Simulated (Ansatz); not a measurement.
Energy needed to pull apart C4H4, closed shell, into free ground-state atoms, from the structure below (displaced at random from a GFN2-xTB minimum); no zero-point or spin–orbit terms; open-shell atoms are treated unrestricted, in their ground-state multiplicity.

```
8
angstrom
C -1.1632 1.5741 -0.7926
C -0.2269 0.8584 -0.3798
C 0.6879 -0.1234 0.2962
C 0.5409 -1.3037 0.5806
H -1.5613 2.2199 -1.4124
H 1.5310 0.4333 1.0060
H 0.9932 -2.1361 1.0512
H -0.4586 -1.9163 -0.1435
```

Computed with Ansatz 0.2.0 (basis: def2-TZVPP); correlated methods freeze the cores.

```tsv
method	atomization energy (kJ/mol)
PBE-D4	3461
r2SCAN-D4	?
PBE0-D4	3361
LC-wPBE	3304
wB97X-V	3303
wB97M-V	3327
HF	?
MP2	3314
CCSD	3163
CCSD(T)	3234
```

(1) What does HF give? (To be estimated.)

(2) What does r2SCAN-D4 give? (An estimate is asked for; the value comes from the calculation.)

No T1 diagnostic of these runs exceeds 0.014. The restricted Hartree–Fock reference is unstable towards an unrestricted one here.

## Answers

(1) Computed: 2351 kJ/mol, which is about 883 kJ/mol less than CCSD(T)/def2-TZVPP.

(2) Computed: 3340 kJ/mol, which is about 106 kJ/mol more than CCSD(T)/def2-TZVPP.

In triple zeta the MP2 and coupled-cluster atomization energies are still short of their basis limit by a few kcal/mol a bond, whereas those of the functionals are nearly converged, so these differences are not deviations from converged CCSD(T).

For scale, one of the runs: CCSD(T)/def2-TZVPP forces, 180 basis functions (an equivalent command: `ansatz run in.yaml --threads 4`). Time: 83 s of wall clock on 4 CPU threads; the host was shared. Peak host memory: 3.5 GiB.
